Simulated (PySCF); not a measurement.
Compound: C4H12N2.
Numbering: `[CH3:1][CH:2]([CH2:3][NH2:4])[CH2:5][NH2:6]` (hydrogens: H7, H8, H9 on C1; H10 on C2; H11, H12 on C3; H13, H14 on N4; H15, H16 on C5; H17, H18 on N6)

Torsions of this conformer, `[CH3:1][CH:2]([CH2:3][NH2:4])[CH2:5][NH2:6]`: C1–C2–C3–N4 60°, C1–C2–C5–N6 -59°, H–N4–C3–C2 -174°, H–N4–C3–C2 68°, H–N6–C5–C2 -56°, H–N6–C5–C2 62°.

The closed-shell ground state was solved at several levels (PySCF, density fitting, gas phase, non-relativistic). The structure is a single PBE0-D3(BJ)/def2-SVP conformer in the gas phase; no vibrational or solvent corrections.

| level | basis functions | HOMO (eV) | LUMO (eV) | gap (eV) | dipole (D) |
| --- | --- | --- | --- | --- | --- |
| PBE0/def2-SVPD | 216 | -6.77 | 0.68 | 7.45 | 1.55 |
| PBE0/pcSseg-1 | 162 | -6.64 | 1.34 | 7.98 | 1.62 |

Question: What might B3LYP/pcJ-1 (282 basis functions) give for the same quantities?

Answer: HOMO -6.36 eV, LUMO 1.04 eV, gap 7.40 eV, dipole 1.64 D.

Question: Over all these levels, which gives the widest orbital gap and which the narrowest?

Answer: PBE0/pcSseg-1 (global hybrid, 25 % exact exchange) has the widest, 7.98 eV, and B3LYP/pcJ-1 (global hybrid, 20 % exact exchange) the narrowest, 7.40 eV. Functional and basis both differ between the two, so the spread mixes both effects.

Question: How far do the dipole and the HOMO energy spread over the levels?

Answer: The dipole runs from 1.55 to 1.64 D (mean 1.60 D) and the HOMO from -6.77 to -6.36 eV.
